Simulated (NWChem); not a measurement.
System: fluorine (F2); SMILES FF

Input file for NWChem:

```
start job
memory heap 200 mb stack 900 mb global 1100 mb
geometry units angstroms noautoz
  F      0.000000     0.000000     0.687796
  F      0.000000     0.000000    -0.687796
end
basis spherical
  F library def2-tzvp
end
dft
  xc n12
  iterations 150
  mulliken
end
task dft energy
```

Parts of the log:

```
             Northwest Computational Chemistry Package (NWChem) 7.3.0
             --------------------------------------------------------

 ORDER OF PRIMARY AXIS IS BEING SET TO 4
 D4H symmetry detected

                             Geometry "geometry" -> ""
                             -------------------------

 Output coordinates in angstroms (scale by  1.889725989 to convert to a.u.)

  No.       Tag          Charge          X              Y              Z
 ---- ---------------- ---------- -------------- -------------- --------------
    1 F                    9.0000     0.00000000     0.00000000     0.68779600
    2 F                    9.0000     0.00000000     0.00000000    -0.68779600

 Effective nuclear repulsion energy (a.u.)      31.1599349000

      Symmetry information
      --------------------

 Group name             D4h
 Group number             28
 Group order              16
 No. of unique centers     1

                                 NWChem DFT Module
                                 -----------------

 Summary of "ao basis" -> "ao basis" (spherical)
 ------------------------------------------------------------------------------
       Tag                 Description            Shells   Functions and Types
 ---------------- ------------------------------  ------  ---------------------
 F                         def2-tzvp                11       31   5s3p2d1f

      Symmetry analysis of basis
      --------------------------

        a1g        11
        a1u         0
        a2g         0
        a2u        11
        b1g         3
        b1u         3
        b2g         3
        b2u         3
        eg         14
        eu         14

            General Information
            -------------------
          SCF calculation type: DFT
          Wavefunction type:  closed shell.
          No. of atoms     :     2
          No. of electrons :    18
           Alpha electrons :     9
            Beta electrons :     9
          Charge           :     0
          Spin multiplicity:     1
          Use of symmetry is: on ; symmetry adaption is: on
          Maximum number of iterations: 150
          AO basis - number of functions:    62
                     number of shells:    22
          Convergence on energy requested:  1.00D-06
          Convergence on density requested:  1.00D-05
          Convergence on gradient requested:  5.00D-04

              XC Information
              --------------
                          N12 Method XC Functional
                           N12 Exchange Functional  1.000
                         N12 Correlation Potential  1.000

             Grid Information
             ----------------
          Grid used for XC integration:  medium
          Radial quadrature: Mura-Knowles
          Angular quadrature: Lebedev.
          Tag              B.-S. Rad. Rad. Pts. Rad. Cut. Ang. Pts.
          ---              ---------- --------- --------- ---------
          F                   0.50       49           6.0       434
          Grid pruning is: on
          Number of quadrature shells:    49
          Spatial weights used:  Erf1

      Superposition of Atomic Density Guess
      -------------------------------------

 Sum of atomic energies:        -198.83615674

      Non-variational initial energy
      ------------------------------

 Total energy =    -198.625146
 1-e energy   =    -340.743872
 2-e energy   =     110.958791
 HOMO         =      -0.486779
 LUMO         =      -0.163133

      Symmetry analysis of molecular orbitals - initial
      -------------------------------------------------

 !! scf_movecs_sym_adapt:   12 vectors were symmetry contaminated

  Symmetry fudging

 !! scf_movecs_sym_adapt:    8 vectors were symmetry contaminated

  Numbering of irreducible representations:

     1 a1g         2 a1u         3 a2g         4 a2u         5 b1g
     6 b1u         7 b2g         8 b2u         9 eg         10 eu

  Orbital symmetries:

     1 a1g         2 a2u         3 a1g         4 a2u         5 a1g
     6 eu          7 eu          8 eg          9 eg         10 a2u
    11 a2u        12 a1g        13 eu         14 eu         15 eg
    16 eg         17 a1g        18 a2u        19 eu

     ---------------------------------------------
      Total Density - Mulliken Population Analysis
     ---------------------------------------------

    Atom       Charge   Shell Charges
 -----------   ------   -------------------------------------------------------
    1 F    9     9.00   0.77  1.20  0.62  1.01  0.34  2.11  2.10  0.83  0.00  0.01  0.00
    2 F    9     9.00   0.77  1.20  0.62  1.01  0.34  2.11  2.10  0.83  0.00  0.01  0.00

   convergence    iter        energy       DeltaE   RMS-Dens  Diis-err
 ---------------- ----- ----------------- --------- --------- ---------
 d= 0,ls=0.0,diis     1   -199.4566159288 -2.31D+02  7.58D-03  2.58D+00
 d= 0,ls=0.0,diis     2   -199.4753435952 -1.87D-02  6.40D-03  7.60D-01
 d= 0,ls=0.0,diis     3   -199.5123377402 -3.70D-02  2.40D-03  1.98D-01
 d= 0,ls=0.0,diis     4   -199.5257469906 -1.34D-02  1.65D-04  9.97D-04
 d= 0,ls=0.0,diis     5   -199.5258120953 -6.51D-05  2.21D-05  1.19D-05
 d= 0,ls=0.0,diis     6   -199.5258130639 -9.69D-07  2.43D-06  1.56D-07

         Total DFT energy =     -199.525813063893
      One electron energy =     -340.899269094586
           Coulomb energy =      130.989709832100
    Exchange-Corr. energy =      -20.776188701417
 Nuclear repulsion energy =       31.159934900011

 Numeric. integr. density =       18.000001373019

                  Occupations of the irreducible representations
                  ----------------------------------------------

                     irrep           alpha         beta
                     --------     --------     --------
                     a1g               3.0          3.0
                     a1u               0.0          0.0
                     a2g               0.0          0.0
                     a2u               2.0          2.0
                     b1g               0.0          0.0
                     b1u               0.0          0.0
                     b2g               0.0          0.0
                     b2u               0.0          0.0
                     eg                2.0          2.0
                     eu                2.0          2.0

                       DFT Final Molecular Orbital Analysis
                       ------------------------------------

 Vector    7  Occ=2.000000D+00  E=-4.851391D-01  Symmetry=eu
              MO Center= -1.6D-15,  1.0D-15,  9.9D-15, r^2= 8.7D-01
   Bfn.  Coefficient  Atom+Function         Bfn.  Coefficient  Atom+Function
  ----- ------------  ---------------      ----- ------------  ---------------
     6      0.301921  1 F  px                37      0.301921  2 F  px
     9      0.229041  1 F  px                40      0.229041  2 F  px
     7     -0.202090  1 F  py                38     -0.202090  2 F  py
    10     -0.153308  1 F  py                41     -0.153308  2 F  py
    12      0.136038  1 F  px                43      0.136038  2 F  px

 Vector    8  Occ=2.000000D+00  E=-3.524156D-01  Symmetry=eg
              MO Center= -4.1D-17,  5.2D-17, -1.1D-14, r^2= 9.1D-01
   Bfn.  Coefficient  Atom+Function         Bfn.  Coefficient  Atom+Function
  ----- ------------  ---------------      ----- ------------  ---------------
     6      0.404553  1 F  px                37     -0.404553  2 F  px
     9      0.301497  1 F  px                40     -0.301497  2 F  px
    12      0.213916  1 F  px                43     -0.213916  2 F  px

 Vector    9  Occ=2.000000D+00  E=-3.524156D-01  Symmetry=eg
              MO Center=  1.7D-16,  3.7D-16, -3.4D-15, r^2= 9.1D-01
   Bfn.  Coefficient  Atom+Function         Bfn.  Coefficient  Atom+Function
  ----- ------------  ---------------      ----- ------------  ---------------
     7      0.404553  1 F  py                38     -0.404553  2 F  py
    10      0.301497  1 F  py                41     -0.301497  2 F  py
    13      0.213916  1 F  py                44     -0.213916  2 F  py

 Vector   10  Occ=0.000000D+00  E=-1.910279D-01  Symmetry=a2u
              MO Center= -7.7D-17, -2.2D-17,  3.7D-15, r^2= 9.3D-01
   Bfn.  Coefficient  Atom+Function         Bfn.  Coefficient  Atom+Function
  ----- ------------  ---------------      ----- ------------  ---------------
     8      0.431356  1 F  pz                39      0.431356  2 F  pz
    14      0.350977  1 F  pz                45      0.350977  2 F  pz
    11      0.331765  1 F  pz                42      0.331765  2 F  pz
     5     -0.238891  1 F  s                 36      0.238891  2 F  s
     4     -0.135454  1 F  s                 35      0.135454  2 F  s

 Vector   11  Occ=0.000000D+00  E= 4.023424D-01  Symmetry=a2u
              MO Center=  8.0D-16, -3.8D-16,  1.8D-16, r^2= 3.6D+00
   Bfn.  Coefficient  Atom+Function         Bfn.  Coefficient  Atom+Function
  ----- ------------  ---------------      ----- ------------  ---------------
    14      1.394807  1 F  pz                45      1.394807  2 F  pz
     5     -0.610223  1 F  s                 36      0.610223  2 F  s
    11     -0.341284  1 F  pz                42     -0.341284  2 F  pz
     4     -0.287629  1 F  s                 35      0.287629  2 F  s
     8     -0.196954  1 F  pz                39     -0.196954  2 F  pz

[...]
```

Level: N12/def2-TZVP. All runs use the structure optimised with PBE0-D3(BJ)/def2-TZVP.
